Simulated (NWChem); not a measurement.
The numbers come from NWChem runs, not from measurements. System: methylamine (CH5N), charge 0, spin multiplicity 1, at a geometry optimised with B3LYP/def2-SVP. Level: LDA (SVWN5)/def2-TZVP.

The NWChem input:

```
start mol
memory heap 200 mb stack 900 mb global 1100 mb
geometry units angstroms nocenter noautoz
  C     -0.087915     0.695101     0.000000
  N      0.198482    -0.732187     0.000000
  H      0.372141     1.167862    -0.883478
  H      0.372141     1.167862     0.883478
  H     -1.162869     0.979839     0.000000
  H     -0.221649    -1.180432    -0.814639
  H     -0.221649    -1.180432     0.814639
  symmetry group Cs
end
basis spherical
  * library def2-tzvp
end
dft
  xc slater vwn_5
  semidirect memsize 60000000 filesize 0
  iterations 100
end
task dft energy
```

Part of the output:

```
             Northwest Computational Chemistry Package (NWChem) 7.3.0
             --------------------------------------------------------

                                NWChem Input Module
                                -------------------

 Scaling coordinates for geometry "geometry" by  1.889725989
 (inverse scale =  0.529177249)

 Turning off AUTOSYM since
 SYMMETRY directive was detected!

                             Geometry "geometry" -> ""
                             -------------------------

 Output coordinates in angstroms (scale by  1.889725989 to convert to a.u.)

  No.       Tag          Charge          X              Y              Z
 ---- ---------------- ---------- -------------- -------------- --------------
    1 C                    6.0000    -0.08791500     0.69510100     0.00000000
    2 N                    7.0000     0.19848200    -0.73218700     0.00000000
    3 H                    1.0000     0.37214100     1.16786200    -0.88347800
    4 H                    1.0000     0.37214100     1.16786200     0.88347800
    5 H                    1.0000    -1.16286900     0.97983900     0.00000000
    6 H                    1.0000    -0.22164900    -1.18043200    -0.81463900
    7 H                    1.0000    -0.22164900    -1.18043200     0.81463900

 Effective nuclear repulsion energy (a.u.)      41.8962943806

            Nuclear Dipole moment (a.u.)
            ----------------------------
        X                 Y               Z
 ---------------- ---------------- ----------------
    -0.0000018897    -0.0000075589     0.0000000000

      Symmetry information
      --------------------

 Group name             Cs
 Group number              2
 Group order               2
 No. of unique centers     5

      Symmetry unique atoms

     1    2    3    5    6


 Summary of "ao basis" -> "" (spherical)
 ------------------------------------------------------------------------------
       Tag                 Description            Shells   Functions and Types
 ---------------- ------------------------------  ------  ---------------------
 *                         def2-tzvp                  on all atoms

                                 NWChem DFT Module
                                 -----------------

 Summary of "ao basis" -> "ao basis" (spherical)
 ------------------------------------------------------------------------------
       Tag                 Description            Shells   Functions and Types
 ---------------- ------------------------------  ------  ---------------------
 C                         def2-tzvp                11       31   5s3p2d1f
 N                         def2-tzvp                11       31   5s3p2d1f
 H                         def2-tzvp                 4        6   3s1p

 Summary of "ao basis" -> "ao basis" (spherical)
 ------------------------------------------------------------------------------
       Tag                 Description            Shells   Functions and Types
 ---------------- ------------------------------  ------  ---------------------
 C                         def2-tzvp                11       31   5s3p2d1f
 N                         def2-tzvp                11       31   5s3p2d1f
 H                         def2-tzvp                 4        6   3s1p

      Symmetry analysis of basis
      --------------------------

        a'         59
        a"         33

            General Information
            -------------------
          SCF calculation type: DFT
[...]
 d= 0,ls=0.0,diis     3    -95.0147152584 -2.58D-03  2.08D-03  2.77D-01     0.7
 d= 0,ls=0.0,diis     4    -95.0412800973 -2.66D-02  2.78D-04  1.04D-03     0.8
 d= 0,ls=0.0,diis     5    -95.0413888314 -1.09D-04  7.40D-05  1.14D-04     0.9
  Resetting Diis
 d= 0,ls=0.0,diis     6    -95.0414002390 -1.14D-05  2.55D-05  2.32D-05     1.0
 d= 0,ls=0.0,diis     7    -95.0414029923 -2.75D-06  6.22D-06  2.51D-07     1.1
 d= 0,ls=0.0,diis     8    -95.0414029792  1.31D-08  3.29D-06  4.28D-07     1.2

         Total DFT energy =      -95.041402979171
      One electron energy =     -211.331669829407
           Coulomb energy =       87.676645795103
    Exchange-Corr. energy =      -13.282673325448
 Nuclear repulsion energy =       41.896294380581

 Numeric. integr. density =       18.000000118905

     Total iterative time =      1.0s

                  Occupations of the irreducible representations
                  ----------------------------------------------

                     irrep           alpha         beta
                     --------     --------     --------
                     a'                7.0          7.0
                     a"                2.0          2.0

                       DFT Final Molecular Orbital Analysis
                       ------------------------------------

 Vector    7  Occ=2.000000D+00  E=-3.575427D-01  Symmetry=a'
              MO Center= -5.5D-02,  4.8D-01,  6.1D-15, r^2= 1.7D+00
   Bfn.  Coefficient  Atom+Function         Bfn.  Coefficient  Atom+Function
  ----- ------------  ---------------      ----- ------------  ---------------
     6      0.252299  1 C  px                 7      0.196232  1 C  py
     9      0.180397  1 C  px                38     -0.169721  2 N  py
    76     -0.144606  5 H  s                 10      0.140816  1 C  py
    64      0.133361  3 H  s                 70      0.133361  4 H  s
    41     -0.128978  2 N  py                12      0.105612  1 C  px

 Vector    8  Occ=2.000000D+00  E=-3.191448D-01  Symmetry=a"
              MO Center=  9.4D-02,  4.7D-01, -2.1D-17, r^2= 1.9D+00
   Bfn.  Coefficient  Atom+Function         Bfn.  Coefficient  Atom+Function
  ----- ------------  ---------------      ----- ------------  ---------------
     8      0.294940  1 C  pz                11      0.204058  1 C  pz
    64     -0.199303  3 H  s                 70      0.199303  4 H  s
    39     -0.180416  2 N  pz                14      0.132465  1 C  pz
    63     -0.130212  3 H  s                 69      0.130212  4 H  s
    82      0.129035  6 H  s                 88     -0.129035  7 H  s

 Vector    9  Occ=2.000000D+00  E=-1.975960D-01  Symmetry=a'
              MO Center=  2.1D-01, -4.8D-01, -1.4D-15, r^2= 1.6D+00
   Bfn.  Coefficient  Atom+Function         Bfn.  Coefficient  Atom+Function
  ----- ------------  ---------------      ----- ------------  ---------------
    37      0.387095  2 N  px                43      0.348401  2 N  px
    40      0.306554  2 N  px                35      0.163642  2 N  s
    76      0.157043  5 H  s                 77      0.145701  5 H  s
    36      0.120762  2 N  s                  6     -0.113970  1 C  px
    34      0.103750  2 N  s                 75      0.088166  5 H  s

 Vector   10  Occ=0.000000D+00  E= 8.603304D-03  Symmetry=a'
              MO Center= -4.3D-01, -6.5D-01,  8.2D-16, r^2= 5.0D+00
   Bfn.  Coefficient  Atom+Function         Bfn.  Coefficient  Atom+Function
  ----- ------------  ---------------      ----- ------------  ---------------
     5      1.676419  1 C  s                 36      1.478683  2 N  s
    83     -0.979865  6 H  s                 89     -0.979865  7 H  s
    77     -0.859609  5 H  s                 65     -0.790899  3 H  s
    71     -0.790899  4 H  s                 13      0.581184  1 C  py
    43     -0.318799  2 N  px                44     -0.254144  2 N  py

 Vector   11  Occ=0.000000D+00  E= 5.284776D-02  Symmetry=a'
              MO Center= -2.0D-01,  9.9D-01, -2.3D-15, r^2= 5.8D+00
   Bfn.  Coefficient  Atom+Function         Bfn.  Coefficient  Atom+Function
  ----- ------------  ---------------      ----- ------------  ---------------
     5      4.095762  1 C  s                 36     -1.888668  2 N  s
    65     -1.596078  3 H  s                 71     -1.596078  4 H  s
    77     -1.492698  5 H  s                 44     -0.479291  2 N  py
    83      0.460617  6 H  s                 89      0.460617  7 H  s
     4      0.301941  1 C  s                 43      0.234041  2 N  px

 Vector   12  Occ=0.000000D+00  E= 7.058349D-02  Symmetry=a"
              MO Center= -1.7D-01, -6.7D-01,  9.2D-17, r^2= 5.5D+00
   Bfn.  Coefficient  Atom+Function         Bfn.  Coefficient  Atom+Function
  ----- ------------  ---------------      ----- ------------  ---------------
    83      1.507204  6 H  s                 89     -1.507204  7 H  s
    45      0.815330  2 N  pz                65      0.812735  3 H  s
    71     -0.812735  4 H  s                 14      0.265260  1 C  pz
    39      0.226646  2 N  pz                 8      0.154171  1 C  pz
    64     -0.132552  3 H  s                 70      0.132552  4 H  s

 center of mass
 --------------
 x =   0.05209456 y =  -0.05780085 z =   0.00000000

 moments of inertia (a.u.)
 ------------------
          81.107053355174           8.881574580129           0.000000000000
           8.881574580129          18.829394183096           0.000000000000
           0.000000000000           0.000000000000          79.146129533681

     Multipole analysis of the density
     ---------------------------------

     L   x y z        total         alpha         beta         nuclear
     -   - - -        -----         -----         ----         -------
     0   0 0 0     -0.000000     -9.000000     -9.000000     18.000000

     1   1 0 0     -0.543124     -0.271561     -0.271561     -0.000002
     1   0 1 0      0.007673      0.003840      0.003840     -0.000008
     1   0 0 1      0.000000      0.000000      0.000000      0.000000

     2   2 0 0    -12.015781     -9.667587     -9.667587      7.319392
     2   1 1 0      1.457868      2.748126      2.748126     -4.038384
     2   1 0 1      0.000000      0.000000      0.000000      0.000000
     2   0 2 0    -10.126297    -28.500765    -28.500765     46.875234
     2   0 1 1      0.000000      0.000000      0.000000      0.000000
     2   0 0 2     -9.532074     -9.923261     -9.923261     10.314448

 Task  times  cpu:        1.2s     wall:        1.2s

 Total times  cpu:        1.2s     wall:        1.2s
```
